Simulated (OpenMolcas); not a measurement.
SiP⁺ at 2.247 Å: OpenMolcas input and output

Input (each module block was a call of its own in one work directory; start orbitals came from a preliminary run):

```
&GATEWAY
Coord
2
angstrom
P 0.0 0.0 0.0
Si 0.0 0.0 2.2470
Basis=ANO-RCC-VTZP
Group=XY
RX2C
AMFI
ANGMom
0.0 0.0 0.0
RICD
&SEWARD
&GUESSORB
&RASSCF
FileOrb=$CurrDir/o31.orb
Symmetry=1
Spin=3
nActEl=8 0 0
Inactive=6 4
RAS2=4 4
CIRoot=4 4 1
Linear
Iterations=120 100
OrbListing=Nothing
PRWF=0.15
>>COPY $Project.RasOrb $CurrDir/o31.orb
>>COPY $Project.rasscf.h5 $CurrDir/r31.h5
&CASPT2
XMultistate=all
Imaginary=0.2
IPEA=0.25
MaxIter=40
>>COPY $Project.JobMix JOB001
&RASSCF
FileOrb=$CurrDir/o32.orb
Symmetry=2
Spin=3
nActEl=8 0 0
Inactive=6 4
RAS2=4 4
CIRoot=6 6 1
Linear
Iterations=120 100
OrbListing=Nothing
PRWF=0.15
>>COPY $Project.RasOrb $CurrDir/o32.orb
>>COPY $Project.rasscf.h5 $CurrDir/r32.h5
&CASPT2
XMultistate=all
Imaginary=0.2
IPEA=0.25
MaxIter=40
>>COPY $Project.JobMix JOB002
```

```bash
pymolcas m.inp
```

RASSCF and CASPT2 output of these blocks, in excerpt:

```
++    Wave function specifications:
      Number of closed shell electrons          20
      Number of electrons in active shells       8
      Number of inactive orbitals               10
      Number of active orbitals                  8
      Number of secondary orbitals              50
      Spin quantum number                      1.0
      State symmetry                             1
++    Orbital specifications:
      Symmetry species                           1   2
                                                 a   b
      Frozen orbitals                            0   0
      Inactive orbitals                          6   4
      Active orbitals                            4   4
      RAS2 orbitals                              4   4
      Secondary orbitals                        26  24
      Number of basis functions                 36  32
      printout of CI-coefficients larger than  0.15 for root  1
      energy=    -630.813625
      conf/sym  1111 2222     Coeff  Weight
            60  0222 00uu   0.94652 0.89591
      printout of CI-coefficients larger than  0.15 for root  2
      energy=    -630.706881
      conf/sym  1111 2222     Coeff  Weight
            57  0222 0uu0   0.16106 0.02594
            58  0222 u00u   0.16106 0.02594
           241  0220 u02u   0.56934 0.32415
           246  0220 0uu2  -0.56934 0.32415
           744  02uu 0022   0.32060 0.10279
      printout of CI-coefficients larger than  0.15 for root  3
      energy=    -630.689493
      conf/sym  1111 2222     Coeff  Weight
            56  0222 u0u0  -0.66700 0.44489
            59  0222 0u0u  -0.66700 0.44489
      printout of CI-coefficients larger than  0.15 for root  4
      energy=    -630.689493
      conf/sym  1111 2222     Coeff  Weight
            57  0222 0uu0  -0.66700 0.44489
            58  0222 u00u   0.66700 0.44488
      Natural orbitals and occupation numbers for root  1
      sym 1:   0.042318   1.983676   1.963356   1.934214
      sym 2:   0.050439   0.050439   0.987779   0.987779
      Natural orbitals and occupation numbers for root  2
      sym 1:   0.018392   1.980346   1.718178   0.380400
      sym 2:   0.535953   0.535953   1.415389   1.415390
      Natural orbitals and occupation numbers for root  3
      sym 1:   0.025216   1.979490   1.951676   1.869398
      sym 2:   0.522105   0.522106   0.565004   0.565005
      Natural orbitals and occupation numbers for root  4
      sym 1:   0.025216   1.979490   1.951676   1.869394
      sym 2:   0.522102   0.522110   0.565010   0.565002
      RASSCF energy for state  4                   -630.68949286
::    RASSCF root number  1 Total energy:   -630.81362491
::    RASSCF root number  2 Total energy:   -630.70688134
::    RASSCF root number  3 Total energy:   -630.68949286
::    RASSCF root number  4 Total energy:   -630.68949286
      Von Neumann Entropy (Root   1) =  1.47538
++    Wave function specifications:
      Number of closed shell electrons           6
      Number of electrons in active shells       8
      Number of inactive orbitals                3
      Number of active orbitals                  8
      Number of secondary orbitals              50
      Spin quantum number                      1.0
      State symmetry                             1
      Number of CSFs                          1168
      Number of CASSCF root(s) available         4
      CASPT2 state passed to geometry opt.       4
      A file JOBMIX will be created
      This is a MULTI-STATE CASSCF reference
      Number of CI roots used                    4
      These are:                                 1   2   3   4
      Off-diagonal elements of Heff are computed
  FINAL CASPT2 RESULT:
      Reference energy:        -630.8136249052
      E2 (Non-variational):      -0.1526870320
      Shift correction:          -0.0024914710
      E2 (Variational):          -0.1551785030
      Total energy:            -630.9688034081
      Reference weight:           0.92365
  FINAL CASPT2 RESULT:
      Reference energy:        -630.7068813411
      E2 (Non-variational):      -0.1427713790
      Shift correction:          -0.0028810262
      E2 (Variational):          -0.1456524052
      Total energy:            -630.8525337463
      Reference weight:           0.92322
  FINAL CASPT2 RESULT:
      Reference energy:        -630.6894928642
      E2 (Non-variational):      -0.1489485440
      Shift correction:          -0.0021950031
      E2 (Variational):          -0.1511435472
      Total energy:            -630.8406364114
      Reference weight:           0.92838
  FINAL CASPT2 RESULT:
      Reference energy:        -630.6894928642
      E2 (Non-variational):      -0.1489179191
      Shift correction:          -0.0021864592
      E2 (Variational):          -0.1511043783
      Total energy:            -630.8405972425
      Reference weight:           0.92852
       Total XMS-CASPT2 energies:
::    XMS-CASPT2 Root  1     Total energy:   -630.96880341
::    XMS-CASPT2 Root  2     Total energy:   -630.85253375
::    XMS-CASPT2 Root  3     Total energy:   -630.84063977
::    XMS-CASPT2 Root  4     Total energy:   -630.84059388
++    Wave function specifications:
      Number of closed shell electrons          20
      Number of electrons in active shells       8
      Number of inactive orbitals               10
      Number of active orbitals                  8
      Number of secondary orbitals              50
      Spin quantum number                      1.0
      State symmetry                             2
      printout of CI-coefficients larger than  0.15 for root  1
      energy=    -630.804538
      conf/sym  1111 2222     Coeff  Weight
           211  022u 20u0   0.18115 0.03282
           232  022u 00u2   0.90530 0.81957
      printout of CI-coefficients larger than  0.15 for root  2
      energy=    -630.804538
      conf/sym  1111 2222     Coeff  Weight
           221  022u 020u   0.18115 0.03282
           225  022u 0udu  -0.15015 0.02255
           226  022u 002u  -0.90530 0.81957
      printout of CI-coefficients larger than  0.15 for root  3
      energy=    -630.716580
      conf/sym  1111 2222     Coeff  Weight
           222  022u d0uu   0.45221 0.20450
           224  022u u0du   0.48272 0.23302
           228  022u u0ud   0.22842 0.05217
           231  022u 0u02  -0.55850 0.31192
           424  02u2 00u2   0.25544 0.06525
      printout of CI-coefficients larger than  0.15 for root  4
      energy=    -630.716580
      conf/sym  1111 2222     Coeff  Weight
           216  022u u020   0.55850 0.31192
           223  022u 0duu   0.45221 0.20450
           229  022u 0uud  -0.53125 0.28223
           418  02u2 002u   0.25544 0.06525
      printout of CI-coefficients larger than  0.15 for root  5
      energy=    -630.706882
      conf/sym  1111 2222     Coeff  Weight
           212  022u duu0   0.15234 0.02321
           223  022u 0duu  -0.49893 0.24894
           225  022u 0udu   0.52201 0.27249
           229  022u 0uud  -0.51362 0.26380
           418  02u2 002u  -0.28598 0.08178
      printout of CI-coefficients larger than  0.15 for root  6
      energy=    -630.706882
      conf/sym  1111 2222     Coeff  Weight
           222  022u d0uu   0.49893 0.24894
           224  022u u0du  -0.65825 0.43329
           228  022u u0ud   0.32095 0.10301
           424  02u2 00u2   0.28598 0.08178
      Natural orbitals and occupation numbers for root  1
      sym 1:   0.036700   1.984765   1.925114   1.014342
      sym 2:   0.153129   0.060830   0.970291   1.854829
      Natural orbitals and occupation numbers for root  2
      sym 1:   0.036700   1.984765   1.925114   1.014342
      sym 2:   0.060830   0.153129   1.854829   0.970291
      Natural orbitals and occupation numbers for root  3
      sym 1:   0.041107   1.979951   1.850940   1.092509
      sym 2:   0.594073   0.383623   0.668093   1.389704
      Natural orbitals and occupation numbers for root  4
      sym 1:   0.041107   1.979951   1.850940   1.092509
      sym 2:   0.383623   0.594073   1.389704   0.668093
      Natural orbitals and occupation numbers for root  5
      sym 1:   0.055973   1.983835   1.845302   1.088124
      sym 2:   0.050320   0.895686   1.100258   0.980504
      Natural orbitals and occupation numbers for root  6
      sym 1:   0.055973   1.983835   1.845302   1.088124
      sym 2:   0.895686   0.050320   0.980504   1.100258
      RASSCF energy for state  6                   -630.70688161
::    RASSCF root number  1 Total energy:   -630.80453802
::    RASSCF root number  2 Total energy:   -630.80453802
::    RASSCF root number  3 Total energy:   -630.71658015
::    RASSCF root number  4 Total energy:   -630.71658015
::    RASSCF root number  5 Total energy:   -630.70688161
::    RASSCF root number  6 Total energy:   -630.70688161
      Von Neumann Entropy (Root   1) =  1.71072
++    Wave function specifications:
      Number of closed shell electrons           6
      Number of electrons in active shells       8
      Number of inactive orbitals                3
      Number of active orbitals                  8
      Number of secondary orbitals              50
      Spin quantum number                      1.0
      State symmetry                             2
      Number of CSFs                          1184
      Number of CASSCF root(s) available         6
      CASPT2 state passed to geometry opt.       6
      A file JOBMIX will be created
      This is a MULTI-STATE CASSCF reference
      Number of CI roots used                    6
      These are:                                 1   2   3   4   5   6
      Off-diagonal elements of Heff are computed
  FINAL CASPT2 RESULT:
      Reference energy:        -630.8045380154
      E2 (Non-variational):      -0.1483048580
      Shift correction:          -0.0021826211
      E2 (Variational):          -0.1504874791
      Total energy:            -630.9550254945
      Reference weight:           0.92693
  FINAL CASPT2 RESULT:
      Reference energy:        -630.8045380154
      E2 (Non-variational):      -0.1483048580
      Shift correction:          -0.0021826211
      E2 (Variational):          -0.1504874792
      Total energy:            -630.9550254945
      Reference weight:           0.92693
  FINAL CASPT2 RESULT:
      Reference energy:        -630.7165801509
      E2 (Non-variational):      -0.1424051185
      Shift correction:          -0.0023611527
      E2 (Variational):          -0.1447662712
      Total energy:            -630.8613464221
      Reference weight:           0.92893
  FINAL CASPT2 RESULT:
      Reference energy:        -630.7165801508
      E2 (Non-variational):      -0.1424051185
      Shift correction:          -0.0023611528
      E2 (Variational):          -0.1447662712
      Total energy:            -630.8613464221
      Reference weight:           0.92893
  FINAL CASPT2 RESULT:
      Reference energy:        -630.7068816134
      E2 (Non-variational):      -0.1470692464
      Shift correction:          -0.0024664874
      E2 (Variational):          -0.1495357338
      Total energy:            -630.8564173472
      Reference weight:           0.92613
  FINAL CASPT2 RESULT:
      Reference energy:        -630.7068816133
      E2 (Non-variational):      -0.1470692465
      Shift correction:          -0.0024664874
      E2 (Variational):          -0.1495357339
      Total energy:            -630.8564173472
      Reference weight:           0.92613
       Total XMS-CASPT2 energies:
::    XMS-CASPT2 Root  1     Total energy:   -630.95473108
::    XMS-CASPT2 Root  2     Total energy:   -630.95473108
::    XMS-CASPT2 Root  3     Total energy:   -630.86319239
::    XMS-CASPT2 Root  4     Total energy:   -630.86319239
::    XMS-CASPT2 Root  5     Total energy:   -630.85486579
::    XMS-CASPT2 Root  6     Total energy:   -630.85486579
```

Only roots inside an energy window near the equilibrium distance were included, so the list of states is not complete; labels number the states computed. Each spin and symmetry block has orbitals of its own, averaged over its own roots, so gaps between blocks are less sure than gaps within one and near the minimum can be off by tenths of an eV, in bad cases by more. No Rydberg orbitals are active, so Rydberg states, and σ→σ* states whose orbital the CASSCF left unused, can be missing between those listed. CASPT2 splits the two components of degenerate states numerically, here by up to 35 cm⁻¹. No roots were computed in block 5a (none fell in the window or the block failed), so states of that kind are missing and can lie low or lowest.
